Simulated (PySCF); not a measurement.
**Working with the constants of BH⁺**

PBE0 constants of BH⁺, ²Σ⁺ (doublet), unpaired electrons σ ↑ (basis B def2-TZVP, H def2-TZVP; no relativity; PySCF 2.14; masses 11.0093 and 1.0078 u):

```
ωe              : 2534.2 cm⁻¹
ωexe            : 59.6 cm⁻¹
Be              : 12.504 cm⁻¹
αe              : 0.440 cm⁻¹
D (centrifugal) : 0.00122 cm⁻¹
De to B⁺ + H    : 2.62 eV
```

Give the vibrational terms G(v) and spacings up to v = 5.

G(v) = ωe(v+½) − ωexe(v+½)².

| v | G(v) (cm⁻¹) | G(v) − G(v−1) | Bv (cm⁻¹) |
| --- | --- | --- | --- |
| 0 | 1252 |  | 12.28 |
| 1 | 3667 | 2415 | 11.84 |
| 2 | 5963 | 2296 | 11.40 |
| 3 | 8140 | 2177 | 10.96 |
| 4 | 10197 | 2057 | 10.52 |
| 5 | 12135 | 1938 | 10.08 |

How well does the Morse estimate ωe²/(4ωexe) reproduce De, and what is D0?

It gives 3.34 eV, 127 % of the computed De. D0 = De − G(0) = 2.62 − 0.16 = 2.46 eV.

For an ion De counts to the pair picked by the measured ionisation energies or electron affinities, which need not be the lowest pair at this level. The state was picked by a PBE0 search and need not be the measured ground state.
